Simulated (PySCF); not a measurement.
Identify the unknown among the candidates.

All candidates are C5H7P.

| technique | computed result |
| --- | --- |
| Triplet | lowest triplet excitation (Tamm–Dancoff): 2.75 eV [TDA CAM-B3LYP/def2-SVPD] |
| Rotational structure | rotational constants A, B, C: 8.366, 1.277, 1.175 GHz [GFN2-xTB] |
| UV, first state | lowest singlet excitation: 4.30 eV (288 nm, f = 0.004) [TDDFT CAM-B3LYP/def2-SVPD] |
| 1H NMR | chemical shifts (computed TMS as zero) by class: 7.04 (1 H), 6.42 (1 H), 6.15 (1 H), 6.12 (1 H), 1.95 (3 H) ppm [GIAO PBE0/pcSseg-1] |
| 13C NMR | chemical shifts (computed TMS as zero) by class: 269.8 (1 C), 153.5 (1 C), 136.2 (1 C), 113.7 (1 C), 20.1 (1 C) ppm [GIAO PBE0/pcSseg-1] |
| NMR, other nuclei | isotropic shieldings of nuclei other than C and H, by class: 254 (1 P) ppm [GIAO PBE0/pcSseg-1] |
| Dipole | 1.55 D [CAM-B3LYP/def2-SVPD] |
| UV, strongest line | among the 8 lowest singlet transitions: S6 at 6.50 eV (191 nm, f = 0.854) [TDDFT CAM-B3LYP/def2-SVPD] |

The electronic properties come from PySCF, for the isolated species, density fitting. Levels stand in brackets. The structure is a single GFN2-xTB conformer in the gas phase; no vibrational or solvent corrections. NMR values are class means; diastereotopic atoms form classes of their own.

Question: Which candidate is it?
A. `C=CP=C=CC`
B. `C#CP(C)C=C`
C. `C1=CPC=CC1`
D. `CC#C/P=C/C`
E. `C=C=PC1CC1`

Answer: A. It is `C=CP=C=CC`. Numbering: `[CH2:1]=[CH:2][P:3]=[C:4]=[CH:5][CH3:6]`. 5 carbons fall into 5 classes; from least to most shielded: central carbon of cumulated double bonds [C4] (269.8 ppm), alkene CH carbon [C2] (153.5 ppm), terminal =CH2 carbon [C1] (136.2 ppm), outer carbon of cumulated double bonds [C5] (113.7 ppm), methyl carbon [C6] (20.1 ppm). Hydrogen classes from least to most shielded: 1 H on an alkene CH carbon, C2 (7.04 ppm), 1 H on an outer carbon of cumulated double bonds, C5 (6.42 ppm), 1 H on a terminal =CH2 carbon, C1 (6.15 ppm), 1 H on a terminal =CH2 carbon, C1 (6.12 ppm), 3 H on a methyl carbon, C6 (1.95 ppm). The other shieldings belong to: 254 ppm, phosphorus bonded to 2 C [P3]. S1 is mainly HOMO−1→LUMO (weight 0.96); the largest Löwdin shares of the orbital it empties are 0.31 on the phosphorus bonded to 2 C, 0.22 on the central carbon of cumulated double bonds, 0.21 on the outer carbon of cumulated double bonds and 0.11 on the alkene CH carbon, of the orbital it fills 0.29 on the phosphorus bonded to 2 C, 0.28 on the central carbon of cumulated double bonds, 0.14 on the terminal =CH2 carbon and 0.10 on the alkene CH carbon. The optimised geometry has point group C1 and is an asymmetric top.

The others, at the same levels:
- `C#CP(C)C=C` fails: its computed 13C shifts are 145.4 (1 C), 130.6 (1 C), 104.5 (1 C), 88.9 (1 C), 18.1 (1 C) ppm, 1H shifts are 6.34 (1 H), 6.31 (1 H), 6.13 (1 H), 2.61 (1 H), 1.41 (3 H) ppm and rotational constant A is 3.248 GHz (against 8.366 GHz).
- `CC#C/P=C/C` fails: its computed 13C shifts are 217.4 (1 C), 116.7 (1 C), 89.1 (1 C), 26.2 (1 C), 6.7 (1 C) ppm, 1H shifts are 9.76 (1 H), 2.43 (3 H), 2.23 (3 H) ppm and lowest triplet excitation (Tamm–Dancoff) is 2.46 eV (against 2.75 eV).
- `C=C=PC1CC1` fails: it has 4 carbon classes against 5; its computed 13C shifts are 269.1 (1 C), 98.9 (1 C), 17.4 (1 C), 6.8 (2 C) ppm, 1H shifts are 5.87 (2 H), 1.30 (1 H), 0.91 (2 H), 0.39 (2 H) ppm and lowest singlet excitation is 4.69 eV (264 nm, f = 0.004) (against 4.30 eV).
- `C1=CPC=CC1` fails: it has 3 carbon classes against 5; its computed 13C shifts are 135.7 (2 C), 131.4 (2 C), 32.8 (1 C) ppm, 1H shifts are 6.44 (2 H), 6.44 (2 H), 4.63 (1 H), 2.91 (2 H) ppm and lowest singlet excitation is 5.48 eV (226 nm, f = 0.034) (against 4.30 eV).

Each candidate is one conformer, not necessarily the lowest. Dipoles, sizes and rotational constants follow the conformer. The torsions of the flexible species, by atom-mapped SMILES:
- `[CH2:1]=[CH:2][P:3]=[C:4]=[CH:5][CH3:6]`: C1–C2–P3–C4 179°
- `[CH:1]#[C:2][P:3]([CH3:4])[CH:5]=[CH2:6]`: C2–P3–C5–C6 22°
- `[CH2:1]=[C:2]=[P:3][CH:4]1[CH2:5][CH2:6]1`: C2–P3–C4–C5 146°
